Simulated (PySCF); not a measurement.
# Phosphorus: a sound run and one with changed settings

Sound run: P [Ne] 3s2 3p3, P⁺ [Ne] 3s2 3p2. Computed with PySCF 2.14 in def2-TZVP (5s5p2d1f, 37 functions), with the non-relativistic Hamiltonian (point nucleus). The sound run starts from symmetry-adapted Hartree-Fock orbitals and uses a fine grid where one is needed.

Changed run: 26 angular points. This setting is unsound on purpose.

```json
{"species": "P", "method": "UHF", "sound run (hartree)": "-340.70986", "changed run (hartree)": "-340.70986", "converged": "yes"}
{"species": "P", "method": "r2SCAN", "sound run (hartree)": "-341.23815", "changed run (hartree)": "-341.23815", "converged": "yes"}
{"species": "P", "method": "MN15", "sound run (hartree)": "-341.14749", "changed run (hartree)": "-341.14749", "converged": "yes"}
{"species": "P⁺", "method": "UHF", "sound run (hartree)": "-340.34566", "changed run (hartree)": "-340.34566", "converged": "yes"}
{"species": "P⁺", "method": "r2SCAN", "sound run (hartree)": "-340.84718", "changed run (hartree)": "-340.84814", "converged": "yes"}
{"species": "P⁺", "method": "MN15", "sound run (hartree)": "-340.76315", "changed run (hartree)": "-340.76240", "converged": "yes"}
```

Ionisation energy of P:

| method | sound run (eV) | changed run (eV) |
| --- | --- | --- |
| UHF | 9.910 | 9.910 |
| r2SCAN | 10.639 | 10.613 |
| MN15 | 10.459 | 10.479 |

A coarse angular grid integrates products of high-l functions wrongly, so density functionals can shift, and the SCF can exploit the error; Hartree-Fock and MP2 need no grid.

For comparison, NIST gives 10.487 eV between the lowest levels.
